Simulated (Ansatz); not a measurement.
# Energy profile

The step: SiH₄O ([OH][SiH3]) + HS → SiH₃O ([O][SiH3]) + H₂S; bonds formed: H1–S4; bonds broken: H1–O2 (atoms numbered as in the saddle structure below).

| atom | x (Å) | y (Å) | z (Å) |
| --- | --- | --- | --- |
| H1 | 0.1355 | -1.6388 | 0.5114 |
| O2 | 0.5645 | -0.6520 | -0.6419 |
| Si3 | -0.1847 | 0.8119 | -0.8622 |
| S4 | -0.3081 | -1.2711 | 1.7705 |
| H5 | 0.2977 | 1.8556 | 0.0782 |
| H6 | -1.6654 | 0.7191 | -0.7846 |
| H7 | 0.2208 | 1.1702 | -2.2525 |
| H8 | 0.9397 | -0.9948 | 2.1812 |

Electronic energies by CCSD(T) at an estimated basis limit (MP2 extrapolated from triple and quadruple zeta, plus CCSD(T) − MP2 in triple zeta), on PBE0-D4/def2-TZVP structures; SiH5SO, doublet; no counterpoise correction; spin–orbit coupling, which lowers free halogen atoms and radicals such as OH and SH, is left out. Ansatz 0.2.0; basis: def2-TZVPP and def2-QZVPP; cores frozen in the correlated methods; orbitals are unrestricted. Extrapolation: Hartree–Fock as exp(−7.88 √X), correlation as X^−2.97.

(1) Give the profile in eV, counted from the separated reactants. (To be estimated.)

The T1 diagnostic stays at or below 0.031. ⟨S²⟩ of the unrestricted Hartree–Fock references: 0.76 to 0.77 (a pure state has 0.75).

Answers

(1) The calculation gives:
```tsv
point	eV
separated: SiH4O (linked as [OH][SiH3]; H1, O2, Si3, H5, H6, H7; singlet) + HS (S4, H8; doublet)	0.000
start structure	-0.144
saddle	1.250
end structure	1.104
separated: H2S (H1, S4, H8; singlet) + SiH3O (linked as [O][SiH3]; O2, Si3, H5, H6, H7; doublet)	1.341
```

Radical steps of this kind take place in plasma deposition and etching.

For scale, one of the runs: CCSD(T)/def2-TZVPP, 185 basis functions (an equivalent command: `ansatz run in.yaml --threads 4`). Time: 120 s of wall clock on 4 CPU threads; the host was shared. Peak host memory: 4.4 GiB.
